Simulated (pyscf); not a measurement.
Single points on ωB97X-D3(BJ)/def2-SVP structures (PySCF, gas phase).

### Question
Estimate the classical barrier height and the reaction energy of H₂N–B(NH₂)–SH + hydrogen chloride (HCl) → H₂N–B(NH₂)–Cl + H₂S at B3LYP-D3(BJ)/def2-TZVP. The step runs on the singlet surface, breaks B–S, Cl–H and forms B–Cl, H–S; take the separated reactants as zero.

### Answer
ΔE‡ = 24.6 kcal/mol, ΔE = -9.3 kcal/mol. ωB97M-D3(BJ)/def2-TZVP gives 26.9 kcal/mol and -9.4 kcal/mol. Zero-point energy shifts the barrier by +0.4 kcal/mol. It is a four-centre exchange, with an imaginary mode of 675i cm⁻¹. On the reactant side the descent ends in a complex, 5.6 kcal/mol under the separated species and 32.0 kcal/mol under the saddle at ωB97X-D3(BJ)/def2-TZVP. The products may also form a dative adduct at H₂N–B(NH₂)–Cl; it and routes through it were not searched. This is the saddle that the search found; another between the same sides may lie lower.
